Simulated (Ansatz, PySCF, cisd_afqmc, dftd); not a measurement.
Reaction: C2H6S (SMILES SCC) → C2H5 (SMILES [CH2]C, doublet) + HS (SMILES [SH], doublet) (the C-S bond breaks)
Each species at its own B3LYP-D3(BJ)/def2-TZVP minimum (Ansatz, a first-principles code), one conformer.

Property: bond dissociation energy (enthalpy at 298 K, ideal-gas terms from PySCF's Hessians at B3LYP-D3(BJ)/def2-TZVP), in kJ/mol. Open shells are spin-unrestricted; no spin-orbit coupling. Cores are frozen in correlated methods. Rows without X2C or -DK are non-relativistic. AFQMC is phaseless with a CISD trial state; ± is one standard error, without the phaseless bias. Outlying blocks are dropped, and bars are widened where a walk drifts. Over all cases where full CI ran beside it in this data, AFQMC minus full CI had a median of +0.1 mEh and passed +0.4 mEh in a tenth of the cases. CBS(X,Y): correlation extrapolated as X^-3, Hartree-Fock from the larger set. A bracket is a step between two methods taken in the basis named. Functionals run without relativity, which enters their misses. 'core' is core correlation in cc-pwCVTZ (1s frozen past Ne), 'X2C' scalar relativity in cc-pVTZ-DK, both at CCSD(T).

From measured enthalpies of formation at 298 K: 74.2 kcal/mol (G2/97 table in ASE (Curtiss et al.)). The calculations leave out spin-orbit terms.

| level | program | bond dissociation energy (kJ/mol) | error against that value |
|---|---|---|---|
| HF/cc-pV(D+d)Z | Ansatz | 172.0 | -138.5 |
| PBE/def2-TZVPD | Ansatz | 304.3 | -6.2 |
| r2SCAN/def2-TZVPD | Ansatz | 284.3 | -26.2 |
| B3LYP/def2-TZVPD | Ansatz | 277.8 | -32.7 |
| CAM-B3LYP-D4/def2-TZVPD | Ansatz + dftd4 | 290.3 | -20.2 |
| wB97X-V/def2-TZVPD | Ansatz | 309.9 | -0.6 |
| MP2/cc-pV(T+d)Z | Ansatz | 320.3 | 9.8 |
| CCSD/cc-pV(D+d)Z | Ansatz | 273.3 | -37.2 |
| CCSD/cc-pV(T+d)Z | Ansatz | 285.1 | -25.4 |
| CCSD(T)/cc-pV(D+d)Z | Ansatz | 283.3 | -27.2 |
| CCSD(T)/cc-pV(T+d)Z | Ansatz | 298.5 | -12.0 |
| CCSDT(Q)/cc-pV(D+d)Z | Ansatz | 283.5 | -27.0 |
| AFQMC/CISD/cc-pV(D+d)Z | cisd_afqmc | 284.6 ± 1.3 | -25.9 |
| CCSD(T)/CBS(cc-pV(T+d)Z,cc-pV(Q+d)Z) + [CCSDT(Q) - CCSD(T)]/cc-pV(D+d)Z + core + X2C | Ansatz | 312.1 | 1.6 |
